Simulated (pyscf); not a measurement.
# Routes from `[CH3][GeH2][Cl]` + `[H]` [doublet]

Candidate steps break at most two bonds and form at most two. Each was searched with GFN2-xTB (tblite) first. PySCF, gas phase, ωB97X-D3(BJ)/def2-SVP geometries. Energies: ωB97M-D3(BJ)/def2-TZVP, kJ/mol, from the separated reactants, doublet surface; ΔG‡ with ideal gas, 1 atm, RRHO with modes under 100 cm⁻¹ raised to 100, one conformer, R ln 2 for chiral ones without a mode under 150 cm⁻¹.

| products | type | ΔE‡ | ΔE | ΔG‡ 298 K | ΔG‡ 900 K | ν‡ (cm⁻¹) |
|---|---|---|---|---|---|---|
| H₃C–GeH•–Cl + H₂ | hydrogen abstraction | 12.3 | -86.7 | 32.8 | 85.2 | 725i |
| H₃C–GeH₂• + HCl | atom transfer | 63.0 | -19.8 | 95.6 | 158.9 | 428i |

Plain bond fissions and candidates not yet searched are not listed, and one of them may be faster. Each barrier is that of the saddle found; lower ones may exist. Elements up to Kr have no core potential and no relativistic terms here.
